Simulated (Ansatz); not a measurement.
Consider the isomerisation: `NC/C=C\F` → `C=C(F)NC`.

Program: Ansatz. Geometries: PBE0-D4/def2-TZVP. ΔE: electronic, gas phase. CBS: MP2 limit from def2 TZ/QZ plus the TZ coupled-cluster correction, frozen cores. DFT in def2-TZVPP. B3LYP here is the variant with VWN-RPA as its local correlation; programs differ in this. One conformer a species, not always the lowest.

| level | ΔE (kcal/mol) | difference from CCSD(T)/CBS |
| --- | --- | --- |
| PBE-D4 | -4.0 | -2.7 |
| r2SCAN-D4 | -4.9 | -3.6 |
| PBE0-D4 | -3.8 | -2.5 |
| B3LYP-D4 | -3.8 | -2.5 |
| ωB97X-V | -3.2 | -1.9 |
| ωB97M-V | -3.1 | -1.8 |
| B2PLYP | -3.1 | -1.8 |
| PBE | -4.0 | -2.7 |
| r2SCAN | -4.8 | -3.5 |
| PBE0 | -3.8 | -2.5 |
| B3LYP | -3.6 | -2.3 |
| HF/def2-TZVPP | -2.8 | -1.5 |
| MP2/def2-TZVPP | -2.4 | -1.1 |
| SCS-MP2/def2-TZVPP | -1.9 | -0.6 |
| CCSD/def2-TZVPP | -1.6 | -0.3 |
| CCSD(T)/def2-TZVPP | -1.7 | -0.4 |
| HF/def2-QZVPP | -2.6 | -1.3 |
| MP2/def2-QZVPP | -2.1 | -0.8 |
| SCS-MP2/def2-QZVPP | -1.6 | -0.3 |
| HF/CBS(def2) | -2.6 | -1.3 |
| MP2/CBS(def2) | -2.0 | -0.7 |
| CCSD/CBS(def2) | -1.2 | 0.1 |
| CCSD(T)/CBS | -1.3 | 0 |

Largest T1 diagnostic among the species: 0.011.
